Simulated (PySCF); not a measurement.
# From a raw peak list to a structure

Formula C₄H₁₀O. The spectrum was simulated from the full spin Hamiltonian at 400 MHz with 0.6 Hz Lorentzian lines, from shifts rounded to 0.01 ppm and J to 0.1 Hz, couplings under 1 Hz left out.

Maxima in ppm (height), grouped by integral:
3H: 3.520 (100)
2H: 3.269 (16), 3.250 (33), 3.232 (17)
2H: 1.729 (2), 1.709 (6), 1.690 (12), 1.670 (12), 1.651 (7), 1.632 (2)
3H: 0.930 (22), 0.910 (45), 0.890 (20)

$^{13}$C{$^{1}$H} NMR (computed): δ 80.6 (CH2), 61.6 (CH3), 27.7 (CH2), 11.7 (CH3).

PySCF calculation with geometry: GFN2-xTB, spin–spin couplings from B3LYP/pcJ-1 (without the spin–dipole term) and shielding tensors at PBE0/pcSseg-1 (GIAO); no solvent model, relativity neglected, fast rotation and ring inversion assumed for equivalent nuclei, one computed conformer.

Shifts are taken against calculated references (same method and geometry level): $^{1}$H (31.72 ppm) and $^{13}$C (186.93 ppm) vs TMS.

Problem. Analyse the multiplets.

Solution. $^{1}$H NMR (400 MHz, computed): δ 3.52 (s, 3H), 3.25 (t, J = 7.4 Hz, 2H), 1.68 (sext, J = 7.8 Hz, 2H), 0.91 (t, J = 8.0 Hz, 3H). These are first-order names from the parameters used; overlap and second-order distortion can hide them in the list.

Problem. What is the compound?

Solution. SMILES C(C)COC.

Numbering as in the mapped SMILES `[CH3:1][CH2:2][CH2:3][O:4][CH3:5]`. Each H is labelled by its parent atom.

- δ 3.52: H(C5), hydrogen on a methyl carbon bonded to O.
- δ 3.25: H(C3), hydrogen on an sp3 CH2 bonded to O, coupled to H(C2) (7.4 Hz).
- δ 1.68: H(C2), hydrogen on an sp3 CH2, coupled to H(C1) and H(C3) (7.8 Hz).
- δ 0.91: H(C1), hydrogen on a methyl carbon, coupled to H(C2) (8.0 Hz).

The data come from this structure; uniqueness wasn't tested.

Multiplet labels drop couplings under 1 Hz and merge nearly equal ones. Unscaled 3J(H,H) at this level run about 10 % above measured values. Shifts are as computed. Against solution values, carbons near 30 ppm lie about +3 ppm off and those near 130 ppm about +5 ppm. Of 1211 compounds with measured shifts, 218 miss one by over three times the rms of a fit or turn the order of signals round; such compounds aren't used in these exercises. Across freely rotating sp3–sp3 bonds, 3J(H,H) is taken as (2 J gauche + J anti)/3 from the one conformer, which assumes equal rotamer populations.
